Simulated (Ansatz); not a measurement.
System: silicon monoxide, SiO (charge 0, singlet). 
Geometry from a B3LYP-D3(BJ)/def2-TZVP (Ansatz, a quantum-chemistry and plane-wave program) optimisation:
```
Si
O 1 1.5131
```
Charge 0, spin multiplicity 1.

Property: vertical electron affinity (to the doublet state of charge -1; a negative value means that the extra electron is unbound and the number depends on the basis; each state is the SCF solution reached for its spin), in eV. Valence correlation only, unless marked. Open shells are spin-unrestricted. No spin-orbit coupling. Non-relativistic. Anions need diffuse functions: aug- sets have them; def2-D sets add few. Basis-set limits of correlation are two-point, X^-3; Hartree-Fock from the larger set.

```csv
level,program,vertical electron affinity (eV),minus last row
B3LYP/def2-TZVPD,Ansatz,-0.01,-0.05
PBE0/def2-TZVPD,Ansatz,0.03,-0.01
BHLYP/def2-TZVPD,Ansatz,-0.07,-0.11
wB97M-V/def2-TZVPD,Ansatz,-0.25,-0.29
CCSD/def2-SVPD,Ansatz,-0.50,-0.54
"CCSD/CBS(aug-cc-pV(T+d)Z,aug-cc-pV(Q+d)Z)",Ansatz,0.03,-0.01
"CCSD(T)/CBS(aug-cc-pV(T+d)Z,aug-cc-pV(Q+d)Z)",Ansatz,0.04,0.00
```
